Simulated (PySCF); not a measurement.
AlO⁻: energy against distance

Set-up: PySCF, spin-free X2C with a Gaussian nucleus, basis sets Al aug-cc-pVDZ-DK, O aug-cc-pVDZ-DK. Energies in eV from Al + O⁻ in their ground configurations at the same level. State: ¹Σ⁺ (singlet), closed shell.

```tsv
R (Å)	B97-3	PBE0	HSE06
1.435	-4.472	-4.500	-4.488
1.501	-5.225	-5.246	-5.233
1.568	-5.638	-5.654	-5.640
1.618	-5.785	-5.797	-5.784
1.668	-5.827	-5.836	-5.823
1.718	-5.788	-5.795	-5.782
1.785	-5.642	-5.645	-5.635
1.868	-5.356	-5.355	-5.347
1.968	-4.920	-4.914	-4.910
2.102	-4.266	-4.253	-4.255
```

Put a parabola through the three lowest points of the B97-3 curve and estimate Re, k and ωe (reduced mass 10.04 u; 1 eV/Å² = 0.16022 mdyn/Å; ωe = 1302.8·√(k/μ) cm⁻¹).

Through R = 1.618, 1.668, 1.718 Å the second-order coefficient is 16.2 eV/Å², so Re ≈ 1.669 Å, k ≈ 5.19 mdyn/Å and ωe ≈ 937 cm⁻¹. A polynomial fit of higher order to the unrounded B97-3 energies gives Re = 1.667 Å, k = 5.19 mdyn/Å, ωe = 937 cm⁻¹; anharmonicity and rounding make the difference.

The higher-order fit for each curve: B97-3: Re = 1.667 Å, ωe = 937 cm⁻¹, De = 5.83 eV; PBE0: Re = 1.665 Å, ωe = 939 cm⁻¹, De = 5.84 eV; HSE06: Re = 1.665 Å, ωe = 936 cm⁻¹, De = 5.82 eV.

For an ion De counts to the pair picked by the measured ionisation energies or electron affinities, which need not be the lowest pair at this level.
